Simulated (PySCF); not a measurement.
## Computed spin Hamiltonian

Species: C3H3 (doublet state).
Numbering: `[CH:1]1[CH:2]=[CH:3]1` (hydrogens: H4 on C1; H5 on C2; H6 on C3)

Theory: UKS B3LYP, IGLO-III on C, pcH-1 on H, non-relativistic, mean-field spin-orbit, GIAO (PySCF 2.14.0). Geometry: PBE0-D3(BJ)/def2-SVP; no solvent, vibrations or thermal averaging. The SCF solution wasn't tested for stability.

```json
{
  "g1, g2, g3": "2.00215, 2.00250, 2.00312",
  "g_iso": "2.00259",
  "Form of g": "rhombic: the two nearest values differ by 36 % of g3 − g1",
  "⟨S²⟩": "0.7532 (exact 0.7500)",
  "HOMO–LUMO gap, α and β orbitals": "3.77, 7.59 eV",
  "Total energy": "-115.99827 Eh",
  "Basis functions": "135"
}
```

Isotropic coupling and dipolar principal values T1 to T3, in 10⁻⁴ cm⁻¹ (1 × 10⁻⁴ cm⁻¹ = 2.998 MHz):

```tsv
atom	isotope	a_iso	T1	T2	T3	Mulliken spin population
C1	13C	113.9	-20.9	-18.7	39.6	0.80
C2	13C	-0.5	-4.8	-2.8	7.6	0.09
C3	13C	-0.5	-4.8	-2.8	7.6	0.09
H4	1H	40.3	-8.5	-1.6	10.1	0.04
H5	1H	-4.3	-2.7	-0.6	3.2	-0.01
H6	1H	-4.3	-2.7	-0.6	3.2	-0.01
```

Largest spin populations (Mulliken): C1 (+0.80), C2 (+0.09) and C3 (+0.09). C1 is the only atom above +0.15. The angles at C1 add up to 312.9°, so it is pyramidal.

Axes: g2 points within 2° of the C1–H4 bond.

Under fast tumbling the dipolar parts average out, and these isotropic splittings remain: 3 × 1H (H4/H5/H6, I = 1/2, 4 lines) with 1.13 mT.

Means are taken over nuclei equivalent by connectivity, which assumes that they swap fast. The 1H value of +31.5 MHz is a mean of couplings from -13.0 to 120.7 MHz in this one geometry, not an average over conformers.

The 13C coupling of C1/C2/C3 (mean 112.8 MHz) shows only in satellite lines or after enrichment, since that isotope makes up about 1.07 % of natural carbon.

Hardware: an x86-64 server with one thread, shared host. Cost: 7.9 s of wall time.
